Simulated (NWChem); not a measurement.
# C2F2N− (SMILES N#C[C-](F)F) at 5 levels

Aim: a comparison of 5 runs (HF/def2-SVP, B3LYP/def2-SVP, PBE0/def2-SVP, TPSSh/pcseg-1, CCSD/def2-SVP) of C2F2N−. 

Program for the calculation: NWChem 7.3.0.

## Step 1: Starting point

C2F2N−: 5 atoms, total charge -1, spin state singlet. SMILES: `N#C[C-](F)F`. The shape is that of a GFN2-xTB optimisation.

Bond lengths: N1–C2 1.179 Å, C2–C3 1.329 Å, C3–F4 1.401 Å, C3–F5 1.401 Å. Angles: N1–C2–C3 179.5°, C2–C3–F4 125.6°, C2–C3–F5 125.5°, F4–C3–F5 108.9°.

## Step 2: Energy and gradient at HF/def2-SVP (run 1)

nw.nw reads:

```
start nw
title "C2F2N hf"
memory 2200 mb
charge -1

geometry units angstrom noautosym nocenter noautoz
  N      1.347310    -0.686630     1.409120
  C      0.576020    -0.296490     0.606720
  C     -0.284660     0.145590    -0.304630
  F     -1.221850    -0.638910    -0.989220
  F     -0.416820     1.476430    -0.721990
end

basis spherical bse
  * library def2-SVP
end

scf
  thresh 1e-08
  maxiter 80
  print medium
end

task scf gradient
```

Started as:

```sh
nwchem nw.nw > nw.out
```

What it wrote:

```text
[...]
  functions       =    70
[...]
  wavefunction    = RHF
[...]
         Total SCF energy =   -328.707578459812
      One-electron energy =   -749.637703932305
      Two-electron energy =    276.774956333282
 Nuclear repulsion energy =    144.155169139211
        Time for solution =      3.9s
[...]
                         RHF ENERGY GRADIENTS
    atom               coordinates                        gradient
                 x          y          z           x          y          z
   1 N       2.546047  -1.297543   2.662851    0.009799  -0.004728   0.009712
   2 C       1.088520  -0.560285   1.146535   -0.014472   0.007046  -0.014940
   3 C      -0.537929   0.275125  -0.575667    0.028936  -0.014922   0.031380
   4 F      -2.308962  -1.207365  -1.869355   -0.022100  -0.019897  -0.016384
   5 F      -0.787676   2.790048  -1.364363   -0.002164   0.032501  -0.009768
[...]
```

Wall time 5.4 s (1 thread of AMD EPYC 9R14 (Zen 4), shared host); peak memory 0.1 GiB.

## Step 3: Energy and gradient at B3LYP/def2-SVP (run 2)

run.py reads:

```python
from ase import Atoms
from ase.calculators.nwchem import NWChem

atoms = Atoms(['N', 'C', 'C', 'F', 'F'], positions=[
    [1.347310, -0.686630, 1.409120],
    [0.576020, -0.296490, 0.606720],
    [-0.284660, 0.145590, -0.304630],
    [-1.221850, -0.638910, -0.989220],
    [-0.416820, 1.476430, -0.721990],
])

calc = NWChem(
    label='work',
    theory='dft',
    memory='2200 mb',
    basis='def2-SVP',
    basispar='spherical bse',
    charge=-1,
    dft={'xc': 'b3lyp', 'mult': '1', 'grid': 'xfine', 'convergence': 'energy 1e-08', 'iterations': '100', 'mulliken': None},
)
atoms.calc = calc

forces = atoms.get_forces()
print(f"energy = {atoms.get_potential_energy():.6f} eV")
print("forces (eV/A):")
for s, f in zip(atoms.symbols, forces):
    print(f"{s:2s} {f[0]:10.5f} {f[1]:10.5f} {f[2]:10.5f}")
print("dipole (e A):", atoms.get_dipole_moment().round(4))
```

Started as:

```sh
export ASE_NWCHEM_COMMAND="nwchem PREFIX.nwi > PREFIX.nwo"
python run.py
```

What it wrote:

```text
energy = -8988.679385 eV
forces (eV/A):
N     1.37878   -0.70860    1.45859
C    -0.51587    0.27012   -0.53412
C    -1.30972    0.67625   -1.43725
F     0.39821    0.34119    0.31424
F     0.04859   -0.57901    0.19854
dipole (e A): [-0.392   0.1984 -0.4032]
```

The calculator wrote work.nwi:

```
title "work"

permanent_dir work

scratch_dir work

start work

geometry units angstrom nocenter noautosym noautoz
  N  1.3473100000000000e+00 -6.8662999999999996e-01 1.4091199999999999e+00
  C  5.7601999999999998e-01 -2.9648999999999998e-01 6.0672000000000004e-01
  C  -2.8466000000000002e-01 1.4559000000000000e-01 -3.0463000000000001e-01
  F  -1.2218500000000001e+00 -6.3890999999999998e-01 -9.8921999999999999e-01
  F  -4.1682000000000002e-01 1.4764299999999999e+00 -7.2199000000000002e-01
end

charge -1

memory 2200 mb

basis spherical bse noprint
   * library def2-SVP
end

dft
  xc b3lyp
  mult 1
  grid xfine
  convergence energy 1e-08
  iterations 100
  mulliken
end

task dft gradient
```

work.nwo, shortened:

```text
[...]
         Total DFT energy =     -330.327877360522
[...]
  wavefunction    = closed shell
                         DFT ENERGY GRADIENTS
    atom               coordinates                        gradient
                 x          y          z           x          y          z
   1 N       2.546047  -1.297543   2.662851   -0.026813   0.013780  -0.028365
   2 C       1.088520  -0.560285   1.146535    0.010032  -0.005253   0.010387
   3 C      -0.537929   0.275125  -0.575667    0.025470  -0.013151   0.027950
   4 F      -2.308962  -1.207365  -1.869355   -0.007744  -0.006635  -0.006111
   5 F      -0.787676   2.790048  -1.364363   -0.000945   0.011260  -0.003861
[...]
```

Run time: 12 s. Hardware: 1 thread of AMD EPYC 9R14 (Zen 4), shared host; peak memory 0.13 GiB.

## Step 4: Energy and gradient at PBE0/def2-SVP (run 3)

input.xyz reads:

```xyz
5

N      1.347310    -0.686630     1.409120
C      0.576020    -0.296490     0.606720
C     -0.284660     0.145590    -0.304630
F     -1.221850    -0.638910    -0.989220
F     -0.416820     1.476430    -0.721990
```

run.py reads:

```python
from ase.io import read
from ase.calculators.nwchem import NWChem

atoms = read('input.xyz')

calc = NWChem(
    label='input',
    theory='dft',
    memory='2200 mb',
    basis='def2-SVP',
    basispar='spherical bse',
    charge=-1,
    dft={'xc': 'pbe0', 'mult': '1', 'grid': 'xfine', 'convergence': 'energy 1e-08', 'iterations': '100', 'mulliken': None},
)
atoms.calc = calc

forces = atoms.get_forces()
print(f"energy = {atoms.get_potential_energy():.6f} eV")
print("forces (eV/A):")
for s, f in zip(atoms.symbols, forces):
    print(f"{s:2s} {f[0]:10.5f} {f[1]:10.5f} {f[2]:10.5f}")
print("dipole (e A):", atoms.get_dipole_moment().round(4))
```

Started as:

```sh
export ASE_NWCHEM_COMMAND="nwchem PREFIX.nwi > PREFIX.nwo"
python run.py
```

What it wrote:

```text
energy = -8979.422771 eV
forces (eV/A):
N     1.26812   -0.65260    1.34309
C    -0.51263    0.26945   -0.53237
C    -1.52178    0.78419   -1.65219
F     0.68037    0.58138    0.51921
F     0.08593   -0.98242    0.32226
dipole (e A): [-0.3978  0.2013 -0.4093]
```

The calculator wrote input.nwi:

```
title "input"

permanent_dir input

scratch_dir input

start input

geometry units angstrom nocenter noautosym noautoz
  N  1.3473100000000000e+00 -6.8662999999999996e-01 1.4091199999999999e+00
  C  5.7601999999999998e-01 -2.9648999999999998e-01 6.0672000000000004e-01
  C  -2.8466000000000002e-01 1.4559000000000000e-01 -3.0463000000000001e-01
  F  -1.2218500000000001e+00 -6.3890999999999998e-01 -9.8921999999999999e-01
  F  -4.1682000000000002e-01 1.4764299999999999e+00 -7.2199000000000002e-01
end

charge -1

memory 2200 mb

basis spherical bse noprint
   * library def2-SVP
end

dft
  xc pbe0
  mult 1
  grid xfine
  convergence energy 1e-08
  iterations 100
  mulliken
end

task dft gradient
```

input.nwo, shortened:

```text
[...]
         Total DFT energy =     -329.987703061524
[...]
  wavefunction    = closed shell
                         DFT ENERGY GRADIENTS
    atom               coordinates                        gradient
                 x          y          z           x          y          z
   1 N       2.546047  -1.297543   2.662851   -0.024661   0.012691  -0.026119
   2 C       1.088520  -0.560285   1.146535    0.009969  -0.005240   0.010353
   3 C      -0.537929   0.275125  -0.575667    0.029594  -0.015250   0.032130
   4 F      -2.308962  -1.207365  -1.869355   -0.013231  -0.011306  -0.010097
   5 F      -0.787676   2.790048  -1.364363   -0.001671   0.019105  -0.006267
[...]
```

It took 11 s on 1 thread of AMD EPYC 9R14 (Zen 4), shared host; peak memory 0.13 GiB.

Run 4 isn't shown in full; the table further down has it.

## Step 5: The energy at CCSD/def2-SVP (run 5)

c2f2n.nw reads:

```
START c2f2n
TITLE "C2F2N"
memory total 2200 mb
charge -1

GEOMETRY units angstrom noautosym nocenter noautoz
   N        1.347310      -0.686630       1.409120
   C        0.576020      -0.296490       0.606720
   C       -0.284660       0.145590      -0.304630
   F       -1.221850      -0.638910      -0.989220
   F       -0.416820       1.476430      -0.721990
END

BASIS spherical bse
   N library def2-SVP
   C library def2-SVP
   F library def2-SVP
END

SCF
   singlet
   rhf
   thresh 1e-08
   maxiter 80
   print medium
END

CCSD
   freeze core 5
   maxiter 60
END

TASK ccsd energy
```

Started as:

```sh
nwchem c2f2n.nw > c2f2n.out
```

What it wrote:

```text
[...]
  functions       =    70
[...]
  wavefunction    = RHF
[...]
         Total SCF energy =   -328.707578459812
      One-electron energy =   -749.637703932305
      Two-electron energy =    276.774956333282
 Nuclear repulsion energy =    144.155169139211
        Time for solution =      3.8s
[...]
 Total MP2 energy:           -329.478723347080575
[...]
             energy      energy      error      ampl     ampl      Block
                                                time     time      time
[...]
 Total CCSD energy:           -329.493263877715378
[...]
```

Wall time 35 s (1 thread of AMD EPYC 9R14 (Zen 4), shared host); peak memory 0.19 GiB.

## Step 6: The series

| run | level | iteration cap | module | energy (Eh) | HOMO energy (eV) | LUMO energy (eV) | HOMO–LUMO gap (eV) | wall time |
| --- | --- | --- | --- | --- | --- | --- | --- | --- |
| 1 | HF/def2-SVP | 80 | scf | -328.707578 | -1.90 | 10.29 | 12.19 | 5.4 s |
| 2 | B3LYP/def2-SVP | 100 | dft | -330.327877 | 1.62 | 5.86 | 4.24 | 12 s |
| 3 | PBE0/def2-SVP | 100 | dft | -329.987703 | 1.33 | 5.99 | 4.66 | 11 s |
| 4 | TPSSh/pcseg-1 | 100 | dft | -330.522826 | 1.69 | 5.09 | 3.40 | 15 s |
| 5 | CCSD/def2-SVP | 80 | ccsd | -329.493264 | -1.90 | 10.29 | 12.19 | 35 s |

## Step 7: What came out

| quantity | value |
| --- | --- |
| run 5: total energy | -329.49326 Eh |
| run 5: HOMO energy (Hartree–Fock orbitals) | -1.90 eV |
| run 5: LUMO energy (Hartree–Fock orbitals) | 10.29 eV |
| run 5: HOMO–LUMO gap (to an unbound level, set by the basis) | 12.19 eV |
| run 5: correlation energy (5 core orbitals frozen) | -785.7 mEh |

**Reading.** Over runs 1, 2, 3, 4 the HOMO–LUMO gap runs from 3.40 eV (TPSSh/pcseg-1) to 12.19 eV (HF/def2-SVP). The two ends differ in method and basis. The empty levels of an anion lie above zero and hang on the basis. Totals of different functionals can't be ranked against each other. In runs 2, 3, 4 the HOMO lies above zero, so the outermost electron may be held by the basis alone. All runs together took 79 s, the longest 35 s.
